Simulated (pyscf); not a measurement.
Single points on ωB97X-D3(BJ)/def2-SVP structures (PySCF, gas phase). MP2 and CC: frozen core, UHF for open shells. ΔMP2 is the change of the MP2 total energy from the triple- to the quadruple-zeta basis.

What are the homolytic bond dissociation enthalpies (298 K) of HO–Si(F)(F)–F (SMILES O[Si](F)(F)F) at CCSD(T)/def2-TZVPP + ΔMP2(QZVPP), weakest first?

H–O to •O–Si(F)(F)–F + H•: 530.9 kJ/mol; O–Si to OH• + F–Si•(F)–F: 586.2 kJ/mol; F–Si to HO–Si•(F)–F + F•: 690.0 kJ/mol. Ring and multiple bonds, and those that leave no two simple radicals, are not listed. Other isomers of •O–Si(F)(F)–F, HO–Si•(F)–F were not searched in full and may lie lower. The CCSD(T) − MP2 part came from Ansatz, without density fitting, on the same reference. Left out: the spin-orbit lowering of F, OH.
